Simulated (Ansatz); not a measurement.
# C2H3O radical (SMILES [CH]1CO1): one structure at several levels

One table from this session's results is given with a row withheld; the runs are named, their logs left out.

Computed with Ansatz 0.2.0, Gaussian basis. Level: single points in def2-TZVPP.

Cores are frozen in the correlated methods. Orbitals are unrestricted.

**Starting geometry**

SMILES `[CH]1CO1`, 6 atoms, charge 0, spin multiplicity 2.

Atoms are counted from 1 here; the program's logs count them from 0.

Bond lengths: C1–C2 1.471 Å, C1–O3 1.373 Å, C1–H4 1.042 Å, C2–O3 1.381 Å, C2–H5 1.106 Å, C2–H6 1.092 Å. Angles: C2–C1–O3 58.0°, C2–C1–H4 127.6°, O3–C1–H4 122.6°, C1–C2–O3 57.4°, C1–C2–H5 124.6°, C1–C2–H6 118.8°, O3–C2–H5 117.6°, O3–C2–H6 118.2°, H5–C2–H6 110.6°, C1–O3–C2 64.6°.

As a file:

```
atom    x (Å)    y (Å)    z (Å)
  C1  -0.8320  -0.3617  -0.2643
  C2   0.3472   0.3375   0.2690
  O3   0.1739  -1.0273   0.3907
  H4  -1.0661  -0.5416  -1.2639
  H5   1.1967   0.6940  -0.3433
  H6   0.2327   0.9545   1.1625
```

Set-up of the first run:

run/in.yaml reads:

```yaml
crystal:
  periodic: [false, false, false]
  atoms:
    - {symbol: C, position_ang: [-0.832000, -0.361700, -0.264300]}
    - {symbol: C, position_ang: [0.347200, 0.337500, 0.269000]}
    - {symbol: O, position_ang: [0.173900, -1.027300, 0.390700]}
    - {symbol: H, position_ang: [-1.066100, -0.541600, -1.263900]}
    - {symbol: H, position_ang: [1.196700, 0.694000, -0.343300]}
    - {symbol: H, position_ang: [0.232700, 0.954500, 1.162500]}
basis:
  gaussian: {orbitals: def2-TZVPP}
magnetization: {spin_polarized: true, initial_magnetization: 1}
correlation: {method: ccsd_t}
scf: {omitted_lower_state_checks: [cluster_reference]}
output: {forces: true}
```

The command line of these runs was not kept.

Steps of the session up to this table: CCSD(T)/def2-TZVPP; PBE0-D4/def2-TZVPP; wB97M-V/def2-TZVPP; r2SCAN-D4/def2-TZVPP; PBE-D4/def2-TZVPP; HSE06-D4/def2-TZVPP; LC-wPBE/def2-TZVPP.

One table of the session follows, with a row left open; its other results are not shown here.

```
   method  RMS force component (eV/Å)  angle to CCSD(T) forces (°)  dipole (D)
  CCSD(T)                       1.098                    reference        1.52
  PBE0-D4                           ?                            ?           ?
  wB97M-V                       1.053                         11.9        1.54
r2SCAN-D4                       1.073                          8.6        1.46
   PBE-D4                       1.141                          8.8        1.40
 HSE06-D4                       1.027                         18.0        1.51
  LC-wPBE                       1.043                         23.5        1.60
```

Estimate the missing values for PBE0-D4.

As computed: RMS force component (eV/Å): 1.027; angle to CCSD(T) forces (°): 18.3; dipole (D): 1.51.
